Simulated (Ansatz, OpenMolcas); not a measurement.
# Exact exchange and the HOMO–LUMO gap of C2H4O2 (glycolaldehyde)

The species is C2H4O2 (8 atoms), meant as a singlet with charge 0. SMILES: `O=CCO`. The shape is that of a PBE0-D4/def2-TZVP optimisation. This is one conformer, not always the lowest.

The HOMO–LUMO gap y, in eV, basis def2-SVPD; a is the functional's share of exact exchange. Programs: Ansatz 0.2.0, OpenMolcas 26.06.

| functional | program | a | y (eV) |
| --- | --- | --- | --- |
| TPSS | OpenMolcas | 0 | 4.53 |
| BLYP | Ansatz | 0 | 4.28 |
| B3LYP | Ansatz | 0.2 | ? |
| PBE0 | Ansatz | 0.25 | 7.04 |
| BHLYP | Ansatz | 0.5 | 9.89 |

Task: Fit y = c + s·a to the known rows and predict B3LYP.

Result: 
1. Means of the 4 rows: a = 0.1875, y = 6.435.
2. Σ(Δa)² = 0.17188, Σ(Δa·Δy) = 1.8788, so the slope is 1.8788/0.17188 = 10.931.
3. Intercept: 6.435 − (10.931) × 0.1875 = 4.385. The largest residual of the fit is 0.15.
4. B3LYP: 4.385 + (10.931) × 0.2 = 6.57 eV.

The run gave 6.51 eV, so the prediction is off by +0.06 eV, within the scatter of the fit. Exact exchange lowers occupied levels and raises empty ones. The rows mix families of semi-local functionals, which the line can't see.
